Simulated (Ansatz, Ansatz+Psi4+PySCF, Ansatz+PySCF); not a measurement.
```xyz
4

C     0.0180    0.0232   -0.0058
H     0.9308    0.0268   -0.5466
H    -0.9229   -0.0019   -0.5309
O     0.0094   -0.0104    1.3365
```

Basis set: cc-pVTZ (spherical functions). Left uncorrelated: 2 orbitals. Correlation on ROHF uses semicanonical orbitals with singles. Charge 0, multiplicity 3.

Computed with Ansatz (development build ahead of 0.2.0); each method stands on the lowest determinant of its kind that the runs found.

Q: Give the atomization energy at this shape (free ground-state atoms in the same class of orbitals less the molecule, no zero-point energy) of triplet CH₂O by ROHF-MP2, UHF-MP2.

A:

```tsv
method	atomization energy
ROHF-MP2	1209.7 kJ/mol
UHF-MP2	1206.2 kJ/mol
```

Caution: another spin multiplicity may lie lower.
